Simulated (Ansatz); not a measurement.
Ansatz (a quantum-chemistry and plane-wave program) input:

Ansatz 0.2 input:
```yaml
crystal:
  periodic: [false, false, false]
  atoms:
    - {symbol: O, position_ang: [-0.04634422, -0.67304699, 0.09092762]}
    - {symbol: C, position_ang: [-0.05291725, 0.73251557, -0.05466044]}
    - {symbol: C, position_ang: [1.23300486, -1.23469327, -0.09432707]}
    - {symbol: C, position_ang: [-1.42383591, 1.25019667, 0.11613972]}
    - {symbol: H, position_ang: [0.63445594, 1.19531475, 0.67585883]}
    - {symbol: H, position_ang: [0.34897909, 1.00381637, -1.05108243]}
    - {symbol: H, position_ang: [1.13647199, -2.31162275, 0.03325639]}
    - {symbol: H, position_ang: [1.62175563, -1.02638518, -1.09994825]}
    - {symbol: H, position_ang: [1.95143697, -0.85026382, 0.64168156]}
    - {symbol: H, position_ang: [-2.26251947, 0.57073731, 0.09343214]}
    - {symbol: H, position_ang: [-1.59733654, 2.31466541, 0.17646751]}
basis:
  gaussian:
    orbitals: def2-TZVP
hamiltonian:
  xc: b3lyp
  dispersion: d3bj
magnetization: {spin_polarized: true, initial_magnetization: 1}
phonons: {temperatures: {t_min: 298.15, t_max: 298.15, t_step: 100}}
```

Task: Which total energy does the run end on?

Result: -193.76362 Eh (B3LYP-D3(BJ)/def2-TZVP). The basis has 166 functions.

It need not be the lowest isomer of its formula.
